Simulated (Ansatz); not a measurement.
Energy needed to pull apart BH5O (SMILES [BH3-][OH2+]), singlet, into free ground-state atoms, from the structure below (displaced at random from a GFN2-xTB minimum); no zero-point or spin–orbit terms; open-shell atoms are treated unrestricted, in their ground-state multiplicity.

```json
{"atom": "B1", "x (Å)": "-0.2441", "y (Å)": "-0.5504", "z (Å)": "-0.2942"}
{"atom": "O2", "x (Å)": "0.3989", "y (Å)": "0.6024", "z (Å)": "0.7495"}
{"atom": "H3", "x (Å)": "0.3278", "y (Å)": "-1.5382", "z (Å)": "-0.1192"}
{"atom": "H4", "x (Å)": "-1.4125", "y (Å)": "-0.4702", "z (Å)": "-0.0013"}
{"atom": "H5", "x (Å)": "-0.0071", "y (Å)": "-0.0263", "z (Å)": "-1.4342"}
{"atom": "H6", "x (Å)": "-0.0675", "y (Å)": "1.3929", "z (Å)": "0.5306"}
{"atom": "H7", "x (Å)": "1.3034", "y (Å)": "0.5998", "z (Å)": "0.5021"}
```

Computed with Ansatz 0.2.0 (basis: def2-TZVPP); correlated methods freeze the cores.

```
   method  atomization energy (kcal/mol)
   PBE-D4                              ?
  BLYP-D4                          523.4
r2SCAN-D4                          525.6
   B97M-V                              ?
  PBE0-D4                          520.2
  wB97M-V                          527.5
       HF                          389.2
      MP2                          517.0
     CCSD                          509.4
  CCSD(T)                          514.4
```

What does B97M-V give? (An estimate is asked for; the value comes from the calculation.)

By the calculation: 524.5 kcal/mol, which is about 10.2 kcal/mol more than CCSD(T)/def2-TZVPP.

What does PBE-D4 give? (An estimate is asked for; the value comes from the calculation.)

Computed: 527.1 kcal/mol, which is about 12.7 kcal/mol more than CCSD(T)/def2-TZVPP.

In triple zeta the MP2 and coupled-cluster atomization energies are still short of their basis limit by a few kcal/mol a bond, whereas those of the functionals are nearly converged, so these differences are not deviations from converged CCSD(T).

The T1 diagnostic stays at or below 0.009.

For scale, one of the runs: CCSD(T)/def2-TZVPP forces, 132 basis functions (an equivalent command: `ansatz run in.yaml --threads 4`). Hardware: 4 CPU threads, shared host. Wall time 14 s; peak host memory 1.2 GiB.
